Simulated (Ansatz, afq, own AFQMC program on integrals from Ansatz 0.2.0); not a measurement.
## AlH, triplet: AFQMC among the cluster methods

```yaml
atoms:
  - { symbol: Al, position_ang: [0.0000, 0.0000, 0.0000] }
  - { symbol: H, position_ang: [0.0000, 0.0000, 1.4190] }
```

Basis cc-pVTZ. Only valence electrons are correlated. Ansatz 0.2.0 and our own AFQMC program on the same integrals; the CISD trial comes from CCSD amplitudes, and released means the phaseless constraint is let go. Uncertainties: one standard error, sampling alone.

Determinant: UHF, the one that the program's search chose, which needn't be the lowest solution. The geometry is a point of a scan.

Full CI on the same integrals is exact in this basis and with this determinant's frozen core.

Cautions: lower spins were not checked.

- T1 diagnostic: 0.0237
- weight of the determinant in the CISD state: 0.952
- ⟨S²⟩ of the determinant: 2.004
- size of the correlated space: 4 electrons in 43 orbitals

```json
{"level": "MP2", "correlation energy (eV)": "-1.1426"}
{"level": "CCSD", "correlation energy (eV)": "-1.5053"}
{"level": "CCSD(T)", "correlation energy (eV)": "-1.5400"}
```

**Question.** Estimate where AFQMC with the constraint released lies against CCSD(T) on the same integrals.

**Answer.** 12.8 ± 0.5 meV below CCSD(T).

Reference: full CI, correlation energy -1.554 eV. The released energy is read at 2.40 1/Eh (meV from the phaseless value at times in 1/Eh: 1.2 ± 0.6 at 0.24, 0.6 ± 0.4 at 0.51, -1.4 ± 0.4 at 0.99, -1.5 ± 0.5 at 1.62, -2.4 ± 0.5 at 2.40).

```csv
level,E − E(reference) (meV),share of correlation (%)
CCSD(T),13.6,99.12
CCSDT,0.6,99.96
CCSDT(Q),0.1,99.99
ph-AFQMC/CISD,3.2 ± 2.1,99.80
released AFQMC,0.8 ± 0.5,99.95
```

CCSDT and higher add their correlation energy to the determinant of the CCSD(T) run, since their own runs factorise the integrals more tightly (a shift of under 2 meV). A walk keeps the symmetry of its determinant, which the program's search chose and which needn't be the lowest solution, so a lower state of the same spin and another symmetry isn't excluded. Released energies are given only where the last usable release times agree within the noise; a slower fall can still hide under it.
